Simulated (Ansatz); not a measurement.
Molecule: HOCl, charge 1, multiplicity 2. SMILES of the parent species: OCl

Atoms: O1, H2, Cl3. Bonds: O1-H2, O1-Cl3.

Bond lengths (Å) and angles (degrees) optimised at HF/STO-3G with Ansatz (a program for electronic structure); HF/3-21G with Ansatz; HF/6-31G* with Ansatz; B3LYP/LANL2DZ with Ansatz; B3LYP/6-31G* with Ansatz; MP2/6-31G* with Ansatz, each started from the B3LYP-D3(BJ)/def2-TZVP structure (Ansatz) of the last column. A row stands for all coordinates that are equal there. 6-31G* holds six Cartesian d functions. No wavenumbers were computed at HF/STO-3G, B3LYP/LANL2DZ, MP2/6-31G*, so these may be saddle points.

```
coordinate  HF/STO-3G  HF/3-21G  HF/6-31G*  B3LYP/LANL2DZ  B3LYP/6-31G*  MP2/6-31G*  B3LYP-D3(BJ)/def2-TZVP
----------  ---------  --------  ---------  -------------  ------------  ----------  ----------------------
O1-H2           1.041     1.012      0.975          1.016         1.001       0.991                   0.994
O1-Cl3          1.757     1.800      1.542          1.723         1.607       1.578                   1.580
H2-O1-Cl3       110.1     116.9      112.5          111.5         109.7       107.9                   110.1
```

Mean signed difference of all 2 bond lengths from B3LYP-D3(BJ)/def2-TZVP: HF/STO-3G 0.112 Å, HF/3-21G 0.119 Å, HF/6-31G* -0.029 Å, B3LYP/LANL2DZ 0.082 Å, B3LYP/6-31G* 0.017 Å, MP2/6-31G* -0.003 Å.
